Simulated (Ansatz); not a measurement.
# BClH3N: the cost of one run

Method: RKS PBE0-D4/def2-SVP, in Ansatz 0.2.0.

## 1. The system as given

Bond lengths: B1–N2 1.550 Å, N2–H3 1.060 Å, N2–H4 1.060 Å, B1–Cl5 1.860 Å, B1–H6 1.190 Å. Angles: B1–N2–H3 120.0°, B1–N2–H4 120.0°, H3–N2–H4 120.0°, N2–B1–Cl5 120.0°, N2–B1–H6 120.0°, Cl5–B1–H6 120.0°.

Structure file:

```xyz
6

B     0.0000    0.0000    0.0000
N     0.0000    0.0000    1.5500
H    -0.8770   -0.2713    2.0800
H     0.8770    0.2713    2.0800
Cl    1.6108    0.0000   -0.9300
H    -1.0305    0.0000   -0.5950
```

## 2. Preparing the start

input.yaml

```yaml
crystal:
  periodic: [false, false, false]
  atoms:
    - { symbol: B, position_ang: [0.0, 0.0, 0.0] }
    - { symbol: "N", position_ang: [0.0, 0.0, 1.55] }
    - { symbol: H, position_ang: [-0.877, -0.2713, 2.08] }
    - { symbol: H, position_ang: [0.877, 0.2713, 2.08] }
    - { symbol: Cl, position_ang: [1.6108, 0.0, -0.93] }
    - { symbol: H, position_ang: [-1.0305, 0.0, -0.595] }
basis:
  gaussian: { orbitals: def2-SVP }
hamiltonian:
  xc: pbe0
  dispersion: d4
relax:
  f_tol: 0.02
  max_steps: 40
```

On the command line:

```
$ ansatz run input.yaml --threads 1 --pin off --max-ram 2048MiB --backend cpu --events-out ev --progress --plain --runs-dir out
```

What time and memory should one allow on 1 thread of Intel Xeon Platinum 8175M at 2.50GHz (Skylake/Cascade Lake), shared host?

About 13 s, with a peak of 0.14 GiB.
